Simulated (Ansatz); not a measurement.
A made-up structure of AlSiH$_{2}$O, doublet:

```json
{"atom": "O1", "x (Å)": "0.3506", "y (Å)": "-0.0650", "z (Å)": "0.0548"}
{"atom": "Al2", "x (Å)": "1.2797", "y (Å)": "1.1536", "z (Å)": "-0.5125"}
{"atom": "Si3", "x (Å)": "-0.4892", "y (Å)": "-1.4175", "z (Å)": "0.6501"}
{"atom": "H4", "x (Å)": "-1.5050", "y (Å)": "-1.9332", "z (Å)": "-0.1976"}
{"atom": "H5", "x (Å)": "0.5099", "y (Å)": "2.3095", "z (Å)": "0.1053"}
```

It is relaxed with PBE-D4/def2-SVP and then PBE0-D4/def2-TZVP (Ansatz 0.2.0). Atoms count as bonded within 1.22 times the sum of their covalent radii (H–H: 0.88 Å). The end point is not checked to be a true minimum.

Question: Does its bonding change? (Judge from chemistry; the calculation decides.)

Answer: By the calculation: No: no bond forms or breaks.

Where it ends: The first stage lowers the energy by 0.84 eV in 6 steps. It ends as AlSiH₂O ([AlH][O][SiH]):
O1  (0.277, -0.229, 0.124)
Al2  (1.120, 1.111, -0.494)
Si3  (-0.408, -1.565, 0.771)
H4  (-1.466, -1.815, -0.329)
H5  (0.623, 2.546, 0.028)
(Å)

Labels in which every atom is bracketed show which atoms are joined, not bond orders.

For scale, one of the runs: PBE0-D4/def2-TZVP relaxation, 117 basis functions, launched by `ansatz run in.yaml --threads 2 --pin off --events-out ev --progress --plain --max-ram 4352MiB`. Hardware: 2 CPU threads of an Arm Neoverse V2, shared host. Wall time about 24 s.
